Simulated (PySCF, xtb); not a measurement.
CH₂O, SMILES C=O.

GFN2-xTB (xtb) at its own geometry gives an orbital gap of 3.62 eV and a dipole moment of 2.33 D.

The structure is a stationary point at r2SCAN-D4/def2-TZVPD.

What does r2SCAN/def2-TZVPD (PySCF) give? (An estimate is asked for; the answer gives what the named calculation found.)

gap 4.22 eV (levels -6.55 and -2.33 eV), dipole 2.29 D.
